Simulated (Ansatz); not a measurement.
A structure relaxed at PBE0-D4/def2-TZVP, charge 0, multiplicity 1:

```xyz
9

N    -0.285    1.469   -0.319
C    -0.075    0.232   -0.102
N    -0.463   -0.713   -1.034
N     0.515   -0.340    1.015
H     0.152    2.052    0.388
H    -1.025   -0.304   -1.763
H    -0.866   -1.552   -0.646
H     1.077   -1.157    0.828
H     0.969    0.313    1.631
```

Give its formula and SMILES.

CH5N3, `N=C(N)N`.

Summarise the bond lengths by kind.

3 × C–N 1.273 to 1.387 Å; 5 × H–N 1.006 to 1.015 Å.

Computed with Ansatz.
